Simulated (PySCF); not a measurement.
**What binds to phosphine, and how strongly**

Gas-phase complexes of phosphine, each in one structure from a short search with a few starts, optimised by PBE0-D3(BJ)/def2-SVPD or PBE0-D3(BJ)/def2-TZVPD; other ways of binding may lie lower. Energies in kcal/mol, wB97M-D3(BJ)/def2-TZVPD, counterpoise-corrected (PySCF): interaction is complex less parts frozen as they stand in it, binding adds what it costs to deform them. Contacts are written partner···phosphine; electrostatic, Pauli and orbital are terms of the uncorrected same energy, whose rest is dispersion or correlation.

7 other partners are left out, for which the search missed the form known or expected to bind best.

Frequency runs check only 4 of the 7 structures; an imaginary mode is left, so that the point isn't a minimum, in the complex with beryllium hydride (23i cm⁻¹), the complex with boron trifluoride (66i cm⁻¹). 2 further partners within 0.25 kcal/mol of a listed one are not ranked.

(1) Order these partners of phosphine by binding energy, strongest first: alane, boron trichloride, GeH3F, boron trifluoride, beryllium hydride, formaldehyde, selenium difluoride.

## Answers

(1) alane (-14.5), beryllium hydride (-7.5), selenium difluoride (-3.7), GeH3F (-2.8), boron trichloride (-1.7), formaldehyde (-1.4), boron trifluoride (0.1).
```csv
partner,contact,distance (Å),binding,interaction,electrostatic,Pauli,orbital
alane,Al···P,2.51,-14.5,-17.9,-34.5,45.5,-27.5
beryllium hydride,Be···P,2.25,-7.5,-14.8,-29.6,44.0,-27.9
selenium difluoride,Se···P,2.73,-3.7,-5.9,-34.2,54.5,-24.9
GeH3F,Ge···P,3.38,-2.8,-2.9,-6.6,7.7,-3.0
boron trichloride,B···P,3.25,-1.7,-2.2,-6.2,8.4,-2.6
formaldehyde,C···P,3.71,-1.4,-1.4,-1.6,1.3,-0.5
boron trifluoride,B···P,2.30,0.1,-13.5,-39.1,62.0,-34.8
```
